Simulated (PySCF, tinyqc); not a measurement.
Worked calculation: RHF in the sto-3g basis, for H2O, spin multiplicity 1. The lowest restricted solution is unstable here: a spin-polarised one lies 0.0211 hartree lower (PySCF). One step of it, computed by the program tinyqc.

Task: Iteration 2: building the Fock matrix. J_ij = sum D_kl (ij|kl), K_ij = sum D_kl (ik|jl); F = H + J - 0.5 K; E = tr D H + tr D J / 2 - 0.25 tr D K + E_nn.

D after iteration 1, order 1O 1s, 1O 2s, 1O 2px, 1O 2py, 1O 2pz, 2H 1s, 3H 1s:
$$\begin{pmatrix}
2.110947 & -0.473462 & 0.000000 & 0.005807 & 0.117616 & -0.006597 & -0.000656 \\
-0.473462 & 2.045949 & 0.000000 & -0.026969 & -0.548101 & -0.101161 & -0.115906 \\
0.000000 & 0.000000 & 2.000000 & 0.000000 & 0.000000 & 0.000000 & 0.000000 \\
0.005807 & -0.026969 & 0.000000 & 0.484447 & 0.022852 & 0.538820 & -0.529725 \\
0.117616 & -0.548101 & 0.000000 & 0.022852 & 0.744753 & 0.578429 & 0.585379 \\
-0.006597 & -0.101161 & 0.000000 & 0.538820 & 0.578429 & 1.079277 & -0.073121 \\
-0.000656 & -0.115906 & 0.000000 & -0.529725 & 0.585379 & -0.073121 & 1.136425
\end{pmatrix}$$

core Hamiltonian H = T + V (hartree), order 1O 1s, 1O 2s, 1O 2px, 1O 2py, 1O 2pz, 2H 1s, 3H 1s:
$$\begin{pmatrix}
-32.389991 & -7.534473 & 0.000000 & -0.000411 & -0.008597 & -0.698779 & -0.631965 \\
-7.534473 & -9.017965 & 0.000000 & -0.005004 & -0.107860 & -1.836745 & -1.689274 \\
0.000000 & 0.000000 & -7.190927 & 0.000000 & 0.000000 & 0.000000 & 0.000000 \\
-0.000411 & -0.005004 & 0.000000 & -7.259894 & -0.002158 & -1.197792 & 1.112271 \\
-0.008597 & -0.107860 & 0.000000 & -0.002158 & -7.223078 & -0.836797 & -0.777507 \\
-0.698779 & -1.836745 & 0.000000 & -1.197792 & -0.836797 & -3.826054 & -0.410679 \\
-0.631965 & -1.689274 & 0.000000 & 1.112271 & -0.777507 & -0.410679 & -3.729571
\end{pmatrix}$$

Two-electron integrals (ij|kl) in chemists' order, unique and non-zero (hartree):
```
(11|11) 4.785065    (21|11) 0.741380    (21|21) 0.136873    (22|11) 1.118947
(22|21) 0.256633    (22|22) 0.817206    (31|31) 0.024477    (32|31) 0.037809
(32|32) 0.180518    (33|11) 1.115814    (33|21) 0.256684    (33|22) 0.817023
(33|33) 0.880159    (41|41) 0.024477    (42|41) 0.037809    (42|42) 0.180518
(43|43) 0.047444    (44|11) 1.115814    (44|21) 0.256684    (44|22) 0.817023
(44|33) 0.785270    (44|44) 0.880159    (51|51) 0.024477    (52|51) 0.037809
(52|52) 0.180518    (53|53) 0.047444    (54|54) 0.047444    (55|11) 1.115814
(55|21) 0.256684    (55|22) 0.817023    (55|33) 0.785270    (55|44) 0.785270
(55|55) 0.880159    (61|11) 0.068845    (61|21) 0.012619    (61|22) 0.023564
(61|33) 0.023522    (61|41) 0.000451    (61|42) 0.000858    (61|44) 0.023611
(61|51) 0.000308    (61|52) 0.000586    (61|54) 0.000061    (61|55) 0.023564
(61|61) 0.001177    (62|11) 0.198028    (62|21) 0.046123    (62|22) 0.166644
(62|33) 0.163657    (62|41) 0.002818    (62|42) 0.023276    (62|44) 0.169652
(62|51) 0.001925    (62|52) 0.015895    (62|54) 0.004094    (62|55) 0.166453
(62|61) 0.004341    (62|62) 0.045284    (63|31) 0.004434    (63|32) 0.027212
(63|43) 0.004604    (63|53) 0.003144    (63|63) 0.005899    (64|11) 0.129001
(64|21) 0.030397    (64|22) 0.117375    (64|33) 0.112333    (64|41) 0.006022
(64|42) 0.042305    (64|44) 0.125483    (64|51) 0.001084    (64|52) 0.010307
(64|54) 0.005837    (64|55) 0.114172    (64|61) 0.002961    (64|62) 0.038870
(64|64) 0.038928    (65|11) 0.088093    (65|21) 0.020758    (65|22) 0.080153
(65|33) 0.076710    (65|41) 0.001084    (65|42) 0.010307    (65|44) 0.079403
(65|51) 0.005175    (65|52) 0.034250    (65|54) 0.006443    (65|55) 0.084253
(65|61) 0.002022    (65|62) 0.026544    (65|64) 0.022555    (65|65) 0.021302
(66|11) 0.390512    (66|21) 0.092363    (66|22) 0.384788    (66|33) 0.371532
(66|41) 0.006133    (66|42) 0.072188    (66|44) 0.398393    (66|51) 0.004188
(66|52) 0.049296    (66|54) 0.018343    (66|55) 0.384058    (66|61) 0.008723
(66|62) 0.143064    (66|64) 0.140700    (66|65) 0.096082    (66|66) 0.774606
(71|11) 0.062268    (71|21) 0.011413    (71|22) 0.021311    (71|33) 0.021275
(71|41) -0.000404   (71|42) -0.000768   (71|44) 0.021352    (71|51) 0.000276
(71|52) 0.000524    (71|54) -0.000053   (71|55) 0.021311    (71|61) 0.001048
(71|62) 0.003799    (71|64) 0.002415    (71|65) 0.001772    (71|66) 0.007602
(71|71) 0.000962    (72|11) 0.181601    (72|21) 0.042307    (72|22) 0.153191
(72|33) 0.150453    (72|41) -0.002575   (72|42) -0.021430   (72|44) 0.155949
(72|51) 0.001758    (72|52) 0.014629    (72|54) -0.003752   (72|55) 0.153014
(72|61) 0.003852    (72|62) 0.031527    (72|64) 0.019191    (72|65) 0.017918
(72|66) 0.077942    (72|71) 0.003600    (72|72) 0.038571    (73|31) 0.004038
(73|32) 0.024894    (73|43) -0.004221   (73|53) 0.002882    (73|63) 0.003891
(73|73) 0.004989    (74|11) -0.119295   (74|21) -0.028115   (74|22) -0.108830
(74|33) -0.104197   (74|41) 0.005490    (74|42) 0.038828    (74|44) -0.116276
(74|51) -0.000991   (74|52) -0.009512   (74|54) 0.005365    (74|55) -0.105892
(74|61) -0.002470   (74|62) -0.019421   (74|64) -0.008359   (74|65) -0.010871
(74|66) -0.046332   (74|71) -0.002473   (74|72) -0.033411   (74|74) 0.033644
(75|11) 0.081437    (75|21) 0.019192    (75|22) 0.074293    (75|33) 0.071130
(75|41) -0.000991   (75|42) -0.009512   (75|44) 0.073613    (75|51) 0.004715
(75|52) 0.031387    (75|54) -0.005916   (75|55) 0.078050    (75|61) 0.001811
(75|62) 0.018034    (75|64) 0.010835    (75|65) 0.013985    (75|66) 0.048160
(75|71) 0.001688    (75|72) 0.022808    (75|74) -0.019562   (75|75) 0.018343
(76|11) 0.040107    (76|21) 0.009433    (76|22) 0.037236    (76|33) 0.036416
(76|41) -4.87e-06   (76|42) -0.000068   (76|44) 0.037157    (76|51) 0.000612
(76|52) 0.006159    (76|54) -0.000012   (76|55) 0.038093    (76|61) 0.000877
(76|62) 0.009990    (76|64) 0.007551    (76|65) 0.006642    (76|66) 0.033738
(76|71) 0.000793    (76|72) 0.009292    (76|74) -0.007137   (76|75) 0.006230
(76|76) 0.002943    (77|11) 0.378473    (77|21) 0.089526    (77|22) 0.373747
(77|33) 0.361273    (77|41) -0.005793   (77|42) -0.068795   (77|44) 0.386565
(77|51) 0.003954    (77|52) 0.046963    (77|54) -0.017265   (77|55) 0.373059
(77|61) 0.008149    (77|62) 0.082459    (77|64) 0.048626    (77|65) 0.050492
(77|66) 0.234150    (77|71) 0.007639    (77|72) 0.129854    (77|74) -0.129063
(77|75) 0.088105    (77|76) 0.033738    (77|77) 0.774606
```

nuclear repulsion = 6.43233358 hartree

Give: Coulomb J; exchange K; Fock matrix F; total energy of this density.

Result:

Coulomb J (hartree), order 1O 1s, 1O 2s, 1O 2px, 1O 2py, 1O 2pz, 2H 1s, 3H 1s:
$$\begin{pmatrix}
16.5167 & 3.0791 & 0.0000 & -0.0009 & -0.0138 & 0.2840 & 0.2569 \\
3.0791 & 7.6158 & 0.0000 & -0.0041 & 0.0076 & 1.5752 & 1.4509 \\
0.0000 & 0.0000 & 7.6509 & 0.0000 & 0.0000 & 0.0000 & 0.0000 \\
-0.0009 & -0.0041 & 0.0000 & 7.5952 & 0.0035 & 1.1244 & -1.0471 \\
-0.0138 & 0.0076 & 0.0000 & 0.0035 & 7.5779 & 0.7757 & 0.7210 \\
0.2840 & 1.5752 & 0.0000 & 1.1244 & 0.7757 & 4.1085 & 0.3653 \\
0.2569 & 1.4509 & 0.0000 & -1.0471 & 0.7210 & 0.3653 & 4.0506
\end{pmatrix}$$

exchange K (hartree), order 1O 1s, 1O 2s, 1O 2px, 1O 2py, 1O 2pz, 2H 1s, 3H 1s:
$$\begin{pmatrix}
9.7557 & 1.6164 & 0.0000 & 0.0003 & 0.0045 & 0.1579 & 0.1431 \\
1.6164 & 2.4023 & 0.0000 & -0.0089 & -0.2415 & 0.5958 & 0.5511 \\
0.0000 & 0.0000 & 2.2204 & 0.0000 & 0.0000 & 0.0000 & 0.0000 \\
0.0003 & -0.0089 & 0.0000 & 1.2771 & 0.0297 & 0.4855 & -0.4625 \\
0.0045 & -0.2415 & 0.0000 & 0.0297 & 1.3881 & 0.3771 & 0.3612 \\
0.1579 & 0.5958 & 0.0000 & 0.4855 & 0.3771 & 1.1735 & 0.1178 \\
0.1431 & 0.5511 & 0.0000 & -0.4625 & 0.3612 & 0.1178 & 1.1797
\end{pmatrix}$$

Fock matrix F (hartree), order 1O 1s, 1O 2s, 1O 2px, 1O 2py, 1O 2pz, 2H 1s, 3H 1s:
$$\begin{pmatrix}
-20.7511 & -5.2636 & 0.0000 & -0.0015 & -0.0247 & -0.4937 & -0.4466 \\
-5.2636 & -2.6033 & 0.0000 & -0.0046 & 0.0205 & -0.5595 & -0.5139 \\
0.0000 & 0.0000 & -0.6503 & 0.0000 & 0.0000 & 0.0000 & 0.0000 \\
-0.0015 & -0.0046 & 0.0000 & -0.3032 & -0.0135 & -0.3161 & 0.2964 \\
-0.0247 & 0.0205 & 0.0000 & -0.0135 & -0.3393 & -0.2496 & -0.2371 \\
-0.4937 & -0.5595 & 0.0000 & -0.3161 & -0.2496 & -0.3043 & -0.1043 \\
-0.4466 & -0.5139 & 0.0000 & 0.2964 & -0.2371 & -0.1043 & -0.2688
\end{pmatrix}$$

total energy of this density = -74.672027 hartree
